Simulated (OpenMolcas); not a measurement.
# singlet [N2H3]+ at 6 levels

Aim: a comparison of 6 runs (HF/STO-3G, SVWN5/STO-3G, r2SCAN/STO-3G, MP2/STO-3G, CISD/STO-3G, CCSD(T)/STO-3G) of singlet [N2H3]+. 

Program for the calculation: OpenMolcas 26.06.

## (1) Starting point

[N2H3]+: 5 atoms, total charge +1, spin state singlet. SMILES of the parent species: `[NH]N`. The coordinates come from a GFN2-xTB relaxation. This is one conformer, not always the lowest. That shape belongs to the parent species and isn't relaxed for this state.

Bond lengths: N1–N2 1.335 Å, N1–H3 1.020 Å, N2–H4 1.011 Å, N2–H5 1.017 Å. Angles: N1–N2–H4 112.8°, N1–N2–H5 121.7°, N2–N1–H3 109.8°, H4–N2–H5 116.1°.

## (2) A single-point energy at HF/STO-3G (run 1)

Input file input.xyz:

```xyz
5

N     -0.174970    -0.805480     0.447260
N     -0.126270     0.251970    -0.365880
H      0.751750    -0.989150     0.831090
H     -1.043070     0.577800    -0.638700
H      0.592550     0.964850    -0.273770
```

Input file mol.input:

```
* H3N2 Hartree-Fock
>>> EXPORT MOLCAS_PRINT=2
&GATEWAY
BASLIB = $CurrDir
COORD = input.xyz
BASIS = STO-3G
GROUP = NoSym
&SEWARD
&SCF
CHARGE = 1
THRESHOLDS = 1e-10 1e-07 1e-07 1e-05
PRORBITALS = 1 1
```

The basis set STO-3G is read from a file made from the Basis Set Exchange's data (not shown).

Started as:

```console
$ export MOLCAS_MEM=1860
$ pymolcas mol.input > mol.log
```

The log of the run:

```text
--- Start Module: gateway ---
[...]
--- Stop Module: gateway /rc=_RC_ALL_IS_WELL_ ---
--- Start Module: seward ---
[...]
      Basis functions           13
--- Stop Module: seward /rc=_RC_ALL_IS_WELL_ ---
--- Start Module: scf ---
[...]
       Convergence after  15 Iterations
[...]
::    Total SCF energy                               -108.9005991682
[...]
      Total spin, S                                     0.0000000000
[...]
      Total electronic charge=   16.000000
      Total            charge=    1.000000
[...]
      Dipole Moment (debye):
      Origin of the operator (angstrom)=   -0.1262   -0.2318    0.0341
                   X=  1.5568E+00               Y=  1.9795E+00               Z=  1.6438E-01           Total=  2.5237E+00
      Center of Charge (angstrom)
[...]
--- Stop Module: scf /rc=_RC_ALL_IS_WELL_ ---
[...]
```

Run time: 1.4 s. Hardware: 1 thread of AMD EPYC 9R45 (Zen 5), shared host; peak memory 0.37 GiB.

## (3) The energy at SVWN5/STO-3G (run 2)

input.xyz is that of step 2.

Input file mol.inp:

```
&GATEWAY
  BasLib=$CurrDir
  Coord=input.xyz
  Basis=STO-3G
  Group=NoSym

&SEWARD
  GridInput
  Grid=UltraFine
  End of Grid

&SCF
  Charge=1
  KSDFT=SVWN5
  Thresholds=1e-10 1e-07 1e-07 1e-05
  PrOrbitals=1 1
```

The basis set STO-3G is read from a file made from the Basis Set Exchange's data (not shown).

Started as:

```console
$ export MOLCAS_MEM=1860
$ pymolcas mol.inp > mol.log
```

The log of the run:

```text
--- Start Module: gateway ---
[...]
--- Stop Module: gateway /rc=_RC_ALL_IS_WELL_ ---
--- Start Module: seward ---
[...]
      Basis functions           13
--- Stop Module: seward /rc=_RC_ALL_IS_WELL_ ---
--- Start Module: scf ---
[...]
       Convergence after  17 Iterations
[...]
::    Total KS-DFT energy                            -108.5912721021
[...]
      Total spin, S                                     0.0000000000
[...]
      Total electronic charge=   16.000000
      Total            charge=    1.000000
[...]
      Dipole Moment (debye):
      Origin of the operator (angstrom)=   -0.1262   -0.2318    0.0341
                   X=  1.5189E+00               Y=  2.3581E+00               Z= -2.3102E-01           Total=  2.8144E+00
      Center of Charge (angstrom)
[...]
--- Stop Module: scf /rc=_RC_ALL_IS_WELL_ ---
[...]
```

Wall time 3.3 s (1 thread of AMD EPYC 9R45 (Zen 5), shared host); peak memory 0.37 GiB.

Runs 3 to 5 aren't shown in full; the table further down has their settings and results.

## (4) The energy at CCSD(T)/STO-3G (run 6)

input.xyz is that of step 3.

Input file mol.input:

```
&GATEWAY
  BASLIB=$CurrDir
  COORD=input.xyz
  BASIS=STO-3G
  GROUP=NoSym

&SEWARD

&SCF
  CHARGE=1
  THRESHOLDS=1e-10 1e-07 1e-07 1e-05
  PRORBITALS=1 1

&RASSCF
  FILEORB=$Project.ScfOrb
  SPIN=1
  NACTEL=0 0 0
  INACTIVE=8
  RAS2=0
  OUTORBITALS=Canonical
  ORBLISTING=Nothing

&MOTRA
  JOBIPH
  FROZEN=2

&CCSDT
  CCT
  TRIPLES=2
  ITERATIONS=80
  ACCURACY=1e-08
  EXTRAPOLATION=5 4
```

The basis set STO-3G is read from a file made from the Basis Set Exchange's data (not shown).

Started as:

```console
$ export MOLCAS_MEM=1860
$ pymolcas mol.input > mol.log
```

The log of the run:

```text
--- Start Module: gateway ---
[...]
--- Stop Module: gateway /rc=_RC_ALL_IS_WELL_ ---
[...]
      Basis functions           13
[...]
       Convergence after  15 Iterations
[...]
::    Total SCF energy                               -108.9005991682
[...]
      Total spin, S                                     0.0000000000
[...]
      Number of active orbitals                  0
[...]
      Spin quantum number                      0.0
[...]
      Active orbitals                            0
[...]
      Number of CSFs                             1
[...]
      Number of root(s) required                 1
[...]
      Convergence after  4 iterations
[...]
      Natural orbitals and occupation numbers for root  1
      ************************************************************************************************************************
      *                                                    Final results                                                     *
      ************************************************************************************************************************
[...]
::    RASSCF root number  1 Total energy:   -108.90059917
[...]
      Total electronic charge=   16.000000
      Total            charge=    1.000000
[...]
      Dipole Moment (debye):
      Origin of the operator (angstrom)=   -0.1262   -0.2318    0.0341
                   X=  1.5568E+00               Y=  1.9795E+00               Z=  1.6438E-01           Total=  2.5237E+00
      Center of Charge (angstrom)
[...]
--- Start Module: motra ---
[...]
      *** WARNING: Default frozen orbitals is overwritten by user input.
      *** Default values:   2
[...]
--- Stop Module: motra /rc=_RC_ALL_IS_WELL_ ---
--- Start Module: ccsdt ---
[...]
      Convergence after                    16  Iterations
      Total energy (diff) :    -109.06605557      -0.00000001
[...]
 METHOD                       : CCSD+T(CCSD)+<T3(1)WT1> = CCSD(T)
[...]
       CCSD     =      -109.0660555664098
[...]
--- Stop Module: ccsdt /rc=_RC_ALL_IS_WELL_ ---
[...]
```

It took 2.2 s on 1 thread of AMD EPYC 9R45 (Zen 5), shared host; peak memory 0.37 GiB.

## (5) The series

```csv
run,level,integration grid,frozen core orbitals,energy (Eh),HOMO energy (eV),LUMO energy (eV),HOMO–LUMO gap (eV),wall time
1,HF/STO-3G,–,–,-108.900599,-21.37,-5.08,16.29,1.4 s
2,SVWN5/STO-3G,UltraFine,–,-108.591272,-14.13,-11.79,2.34,3.3 s
3,r2SCAN/STO-3G,UltraFine,–,-109.460187,-14.93,-11.68,3.25,4.5 s
4,MP2/STO-3G,–,2,-109.034697,-21.37,-5.08,16.29,1.4 s
5,CISD/STO-3G,–,2,-109.055382,-21.37,-5.08,16.29,1.5 s
6,CCSD(T)/STO-3G,–,2,-109.070356,-21.37,-5.08,16.29,2.2 s
```

## (6) Summary of results

| quantity | value |
| --- | --- |
| run 6: total energy | -109.07036 Eh |
| run 6: HOMO energy (Hartree–Fock orbitals) | -21.37 eV |
| run 6: LUMO energy (Hartree–Fock orbitals) | -5.08 eV |
| run 6: HOMO–LUMO gap (Hartree–Fock orbitals) | 16.29 eV |
| run 6: correlation energy (2 core orbitals frozen) | -169.8 mEh |
| run 6: (T) correction | -4.30 mEh |

**Reading.** Below the HF energy at the same shape and in the same basis (STO-3G): MP2 -134.1 mEh; CISD -154.8 mEh; CCSD(T) -169.8 mEh. Over runs 1, 2, 3 the HOMO–LUMO gap runs from 2.34 eV (SVWN5/STO-3G) to 16.29 eV (HF/STO-3G). Exact exchange widens orbital gaps. Totals of different functionals can't be ranked against each other. In runs 1, 2, 3, 4, 5, 6 the basis is minimal, so the values are rough. All runs together took 14 s, the longest 4.5 s.
